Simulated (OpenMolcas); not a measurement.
**One shape, several levels: NH2 (SMILES [NH2])**

We compute a comparison of 6 runs (ROHF/pcseg-0, UB3LYP/pcseg-0, UPBE/pcseg-0, UPBE0/pcseg-0, USVWN5/pcseg-0, ROCCSD(T)/pcseg-0) of NH2. 

Program for the calculation: OpenMolcas 26.06.

### Step 1. The molecule

The species is NH2 (3 atoms), meant as a doublet with charge 0. SMILES: `[NH2]`. The N1–H2 distance was set to 1.521 Å, away from the relaxed value. At this shape a bond of the SMILES string is far longer than usual.

Bond lengths: N1–H3 1.014 Å. A long bond or contact: N1–H2 1.521 Å.

### Step 2. The energy at ROHF/pcseg-0 (run 1)

File step1.inp:

```
* H2N Hartree-Fock
>>> EXPORT MOLCAS_PRINT=2

&GATEWAY
 BasLib
 $CurrDir
 Coord
 3
 angstrom
 N        0.382979      -0.683440       0.139765
 H        0.155580       0.820260       0.174790
 H       -0.386961      -1.139270      -0.337895
 Basis
 pcseg-0
 Group
 NoSym

&SEWARD

&SCF
 UHF
 Spin
 2
 PrOrbitals
 1 1

&RASSCF
 FileOrb
 $Project.UnaOrb
 Spin
 2
 Nactel
 1 0 0
 Inactive
 4
 Ras2
 1
 OutOrbitals
 Canonical
 OrbListing
 Nothing
```

The basis set pcseg-0 is read from a file made from the Basis Set Exchange's data (not shown).

Launch:

```
$ export MOLCAS_MEM=1860
$ pymolcas step1.inp > step1.log
```

Output:

```text
--- Start Module: gateway ---
[...]
--- Stop Module: gateway /rc=_RC_ALL_IS_WELL_ ---
[...]
      Basis functions           13
[...]
--- Start Module: scf ---
[...]
       Convergence after  19 Iterations
[...]
::    Total SCF energy                                -55.3229638844
[...]
      Total spin, S                                     0.6743694961
[...]
--- Stop Module: scf /rc=_RC_ALL_IS_WELL_ ---
--- Start Module: rasscf ---
[...]
      Number of active orbitals                  1
[...]
      Spin quantum number                      0.5
[...]
      Active orbitals                            1
[...]
      Number of CSFs                             1
[...]
      Number of root(s) required                 1
[...]
      Convergence after 10 iterations
[...]
      printout of CI-coefficients larger than  0.05 for root  1
      energy=     -55.309121
      conf/sym  1     Coeff  Weight
             1  u   1.00000 1.00000
      Natural orbitals and occupation numbers for root  1
      sym 1:   1.000000
      ************************************************************************************************************************
      *                                                    Final results                                                     *
[...]
::    RASSCF root number  1 Total energy:    -55.30912137
[...]
      Total electronic charge=    9.000000
      Total            charge=   -0.000000
[...]
      Dipole Moment (debye):
      Origin of the operator (angstrom)=    0.3202   -0.6175    0.1119
                   X= -1.7773E+00               Y=  5.6385E-01               Z= -9.2891E-01           Total=  2.0832E+00
      Quadrupole Moment (debye*angstrom):
[...]
--- Stop Module: rasscf /rc=_RC_ALL_IS_WELL_ ---
[...]
```

It took 2.1 s on 1 thread of AMD EPYC 9R45 (Zen 5), shared host; peak memory 0.37 GiB.

### Step 3. A single-point energy at UB3LYP/pcseg-0 (run 2)

File calc.input:

```
* H2N Kohn-Sham DFT

&gateway
 baslib
 $CurrDir
 coord
 3
 angstrom
 N        0.382979      -0.683440       0.139765
 H        0.155580       0.820260       0.174790
 H       -0.386961      -1.139270      -0.337895
 basis
 pcseg-0
 group
 NoSym

&seward
 gridinput
 Grid=UltraFine
 End of Grid

&scf
 uhf
 spin
 2
 ksdft
 B3LYP
 thresholds
 1e-10 1e-07 1e-07 1e-05
 prorbitals
 1 1
```

The basis set pcseg-0 is read from a file made from the Basis Set Exchange's data (not shown).

Launch:

```
$ export MOLCAS_MEM=1860
$ pymolcas calc.input > calc.log
```

Output:

```text
--- Start Module: gateway ---
[...]
--- Stop Module: gateway /rc=_RC_ALL_IS_WELL_ ---
--- Start Module: seward ---
[...]
      Basis functions           13
--- Stop Module: seward /rc=_RC_ALL_IS_WELL_ ---
--- Start Module: scf ---
[...]
       Convergence after  13 Iterations
[...]
::    Total KS-DFT energy                             -55.6529216984
[...]
      Total spin, S                                     0.5102923602
[...]
      Total electronic charge=    9.000000
      Total            charge=   -0.000000
[...]
      Dipole Moment (debye):
      Origin of the operator (angstrom)=    0.3202   -0.6175    0.1119
                   X= -1.6031E+00               Y=  4.6413E-01               Z= -8.4264E-01           Total=  1.8696E+00
      Quadrupole Moment (debye*angstrom):
[...]
--- Stop Module: scf /rc=_RC_ALL_IS_WELL_ ---
[...]
```

Run time: 3.6 s. Hardware: 1 thread of AMD EPYC 9R45 (Zen 5), shared host; peak memory 0.37 GiB.

Runs 3 to 4 aren't shown in full; the table further down has their settings and results.

### Step 4. A single-point energy at USVWN5/pcseg-0 (run 5)

File calc.inp:

```
&GATEWAY
  BasLib
  $CurrDir
  Coord
  3
  angstrom
  N        0.382979      -0.683440       0.139765
  H        0.155580       0.820260       0.174790
  H       -0.386961      -1.139270      -0.337895
  Basis
  pcseg-0
  Group
  NoSym

&SEWARD
  GridInput
  Grid=UltraFine
  End of Grid

&SCF
  UHF
  Spin
  2
  KSDFT
  SVWN5
  Thresholds
  1e-10 1e-07 1e-07 1e-05
  PrOrbitals
  1 1
```

The basis set pcseg-0 is read from a file made from the Basis Set Exchange's data (not shown).

Launch:

```
$ export MOLCAS_MEM=1860
$ pymolcas calc.inp > calc.log
```

Output:

```text
--- Start Module: gateway ---
[...]
--- Stop Module: gateway /rc=_RC_ALL_IS_WELL_ ---
--- Start Module: seward ---
[...]
      Basis functions           13
--- Stop Module: seward /rc=_RC_ALL_IS_WELL_ ---
--- Start Module: scf ---
[...]
       Convergence after  13 Iterations
[...]
::    Total KS-DFT energy                             -55.1723439892
[...]
      Total spin, S                                     0.5064684966
[...]
      Total electronic charge=    9.000000
      Total            charge=   -0.000000
[...]
      Dipole Moment (debye):
      Origin of the operator (angstrom)=    0.3202   -0.6175    0.1119
                   X= -1.6466E+00               Y=  5.7853E-01               Z= -8.5457E-01           Total=  1.9433E+00
      Quadrupole Moment (debye*angstrom):
[...]
--- Stop Module: scf /rc=_RC_ALL_IS_WELL_ ---
[...]
```

Wall time 2.7 s (1 thread of AMD EPYC 9R45 (Zen 5), shared host); peak memory 0.37 GiB.

### Step 5. A single-point energy at ROCCSD(T)/pcseg-0 (run 6)

File calc.input:

```
>>> EXPORT MOLCAS_PRINT=2

&gateway
 baslib=$CurrDir
 coord
 3
 angstrom
 N        0.382979      -0.683440       0.139765
 H        0.155580       0.820260       0.174790
 H       -0.386961      -1.139270      -0.337895
 basis=pcseg-0
 group=NoSym

&seward

&scf
 uhf
 spin=2
 thresholds=1e-10 1e-07 1e-07 1e-05
 prorbitals=1 1

&rasscf
 fileorb=$Project.UnaOrb
 spin=2
 nactel=1 0 0
 inactive=4
 ras2=1
 outorbitals=Canonical
 orblisting=Nothing

&motra
 jobiph
 frozen=1

&ccsdt
 cct
 triples=3
 iterations=80
 accuracy=1e-08
 extrapolation=5 4
```

The basis set pcseg-0 is read from a file made from the Basis Set Exchange's data (not shown).

Launch:

```
$ export MOLCAS_MEM=1860
$ pymolcas calc.input > calc.log
```

Output:

```text
--- Start Module: gateway ---
[...]
--- Stop Module: gateway /rc=_RC_ALL_IS_WELL_ ---
[...]
      Basis functions           13
[...]
       Convergence after  21 Iterations
[...]
::    Total SCF energy                                -55.3229638844
[...]
      Total spin, S                                     0.6743696165
[...]
      Number of active orbitals                  1
[...]
      Spin quantum number                      0.5
[...]
      Active orbitals                            1
[...]
      Number of CSFs                             1
[...]
      Number of root(s) required                 1
[...]
      Convergence after 10 iterations
[...]
      printout of CI-coefficients larger than  0.05 for root  1
      energy=     -55.309121
      conf/sym  1     Coeff  Weight
             1  u   1.00000 1.00000
      Natural orbitals and occupation numbers for root  1
      sym 1:   1.000000
      ************************************************************************************************************************
      *                                                    Final results                                                     *
[...]
::    RASSCF root number  1 Total energy:    -55.30912137
[...]
      Total electronic charge=    9.000000
      Total            charge=   -0.000000
[...]
      Dipole Moment (debye):
      Origin of the operator (angstrom)=    0.3202   -0.6175    0.1119
                   X= -1.7773E+00               Y=  5.6385E-01               Z= -9.2891E-01           Total=  2.0832E+00
      Quadrupole Moment (debye*angstrom):
[...]
--- Start Module: motra ---
[...]
--- Start Module: ccsdt ---
[...]
      Convergence after                    20  Iterations
      Total energy (diff) :     -55.43291901       0.00000001
[...]
 METHOD                       : CCSD+T(CCSD)+<T3(1)WT1>+<T3(1)UT2> = CCSD(T)
[...]
       CCSD     =       -55.4329190118715
[...]
```

Wall time 2.7 s (1 thread of AMD EPYC 9R45 (Zen 5), shared host); peak memory 0.37 GiB.

### Step 6. The series

```tsv
run	level	integration grid	SCF convergence threshold	energy (Eh)	dipole moment (D)	wall time
1	ROHF/pcseg-0	–	–	-55.309121	2.08	2.1 s
2	UB3LYP/pcseg-0	UltraFine	1e-10	-55.652922	1.87	3.6 s
3	UPBE/pcseg-0	UltraFine	1e-10	-55.582978	1.83	3.3 s
4	UPBE0/pcseg-0	UltraFine	1e-10	-55.579809	1.94	3.3 s
5	USVWN5/pcseg-0	UltraFine	1e-10	-55.172344	1.94	2.7 s
6	ROCCSD(T)/pcseg-0	–	1e-10	-55.435545	–	2.7 s
```

### Step 7. Results

| quantity | value |
| --- | --- |
| run 6: total energy | -55.43555 Eh |
| run 6: (T) correction | -2.63 mEh |

What this shows: Over runs 1, 2, 3, 4, 5 the dipole moment (its size) runs from 1.83 D (UPBE/pcseg-0) to 2.08 D (ROHF/pcseg-0). Totals of different functionals can't be ranked against each other. All runs together took 18 s, the longest 3.6 s.
